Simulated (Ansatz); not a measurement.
Total energies of `C/C=C/C#N`.

```xyz
10

C    -1.4430   -0.3000    0.4393
C    -0.2209   -0.0488   -0.3617
C     0.9805    0.2071    0.1573
C     2.1271    0.4423   -0.6481
N     3.0685    0.6355   -1.2842
H    -1.8590   -1.2849    0.2053
H    -1.2450   -0.2509    1.5108
H    -2.2197    0.4307    0.1933
H    -0.3212   -0.0773   -1.4437
H     1.1326    0.2464    1.2317
```

Charge 0, multiplicity 1. The geometry is a stationary point of PBE0-D4/def2-TZVP. Basis def2-TZVPP, Ansatz.

RPA on PBE orbitals: Hartree–Fock energy of these orbitals -208.84082 Eh, correlation -1.32795 Eh (frozen core).

```tsv
functional	energy without D4 (Eh)	D4 term (kJ/mol)
LDA (SPW92)	-208.32887	–
revPBE	-210.17494	-56.3
r2SCAN	-210.10348	-4.1
B97M-V	-210.22885	–
B3LYP	-210.23986	-25.8
r2SCANh	-210.09190	-4.3
HSE06 (plane-wave form)	-209.96099	-12.4
LC-ωPBE	-210.07561	–
ωB97X-V	-210.16452	–
PBE-QIDH	-209.93814	–
```

(1) Give the same for PBE, BLYP, PBE0, r2SCAN0, BHLYP, CAM-B3LYP, ωB97M-V, B2PLYP. (Estimate.)

B3LYP takes the VWN-RPA correlation (the form of Gaussian; ORCA's B3LYP/G). HSE06 is the plane-wave form, built on full-range PBE exchange. The double hybrids freeze the cores in their second-order part.

Answers

(1) Ansatz gave: 
```json
{"functional": "PBE", "energy without D4 (Eh)": "-209.95884", "D4 term (kJ/mol)": "-16.2"}
{"functional": "BLYP", "energy without D4 (Eh)": "-210.15527", "D4 term (kJ/mol)": "-36.3"}
{"functional": "PBE0", "energy without D4 (Eh)": "-209.97278", "D4 term (kJ/mol)": "-13.5"}
{"functional": "r2SCAN0", "energy without D4 (Eh)": "-210.07556", "D4 term (kJ/mol)": "-4.7"}
{"functional": "BHLYP", "energy without D4 (Eh)": "-210.10173", "D4 term (kJ/mol)": "-17.8"}
{"functional": "CAM-B3LYP", "energy without D4 (Eh)": "-210.11784", "D4 term (kJ/mol)": "-13.5"}
{"functional": "ωB97M-V", "energy without D4 (Eh)": "-210.14361", "D4 term (kJ/mol)": "–"}
{"functional": "B2PLYP", "energy without D4 (Eh)": "-210.05304", "D4 term (kJ/mol)": "–"}
```

LC-ωPBE has ω = 0.4 bohr⁻¹.
